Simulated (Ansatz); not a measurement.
Process, species as SMILES: [PH2] (PH2) → 2 H atom + P atom
B3LYP-D3(BJ)/def2-TZVP geometries, fixed; electronic energies without zero-point terms.

Effect of the final integration grid (spheres per factor e of radius in core and valence, angular degree) at PBE/def2-TZVPP with Ansatz (a program for electronic structure), against the last row, where the atomisation energy is 154.73 kcal/mol. Open shells are unrestricted. The default's grid is 13, 11, 36.

```json
[
 {"setting": "accuracy: medium (default)", "largest shift of a total energy (mEh)": "0.000", "shift of the atomisation energy (kcal/mol)": "0.000"},
 {"setting": "final_grid: 4, 3, 11", "largest shift of a total energy (mEh)": "-0.344", "shift of the atomisation energy (kcal/mol)": "0.271"},
 {"setting": "final_grid: 6, 5, 17", "largest shift of a total energy (mEh)": "0.008", "shift of the atomisation energy (kcal/mol)": "0.006"},
 {"setting": "final_grid: 8, 7, 23", "largest shift of a total energy (mEh)": "0.005", "shift of the atomisation energy (kcal/mol)": "-0.003"},
 {"setting": "final_grid: 10, 9, 29", "largest shift of a total energy (mEh)": "0.000", "shift of the atomisation energy (kcal/mol)": "0.000"},
 {"setting": "final_grid: 18, 15, 47", "largest shift of a total energy (mEh)": "0.000", "shift of the atomisation energy (kcal/mol)": "0.000"},
 {"setting": "final_grid: 26, 22, 59", "largest shift of a total energy (mEh)": "0.000", "shift of the atomisation energy (kcal/mol)": "0.000"}
]
```

Within 0.05 kcal/mol in the atomisation energy: accuracy: medium (default); final_grid: 6, 5, 17; final_grid: 8, 7, 23; final_grid: 10, 9, 29; final_grid: 18, 15, 47. The largest shift is 0.344 mEh in a total energy and 0.271 kcal/mol in the difference.
